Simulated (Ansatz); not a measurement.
Input for Ansatz (development build ahead of 0.2.0):

```yaml
crystal:
  periodic: [false, false, false]
  atoms:
    - { symbol: O, position_ang: [0.02351, -0.04483, -0.11657] }
    - { symbol: H, position_ang: [-0.03929, 0.78556, 0.54375] }
    - { symbol: H, position_ang: [0.07945, -0.71557, 0.50579] }
basis:
  gaussian: { orbitals: def2-SVP }
hamiltonian:
  xc: hf
correlation:
  method: mp2
  frozen_orbitals: { H: 0, O: 1 }
```

The input is written out in the form of the current development build from the run's settings.

Results

```yaml
Converged: yes
Reference_energy: -75.94766 hartree
Correlation_energy: -0.20392 hartree
Total_energy: -76.15158 hartree
Spin_squared_of_the_determinant: 0.000
```
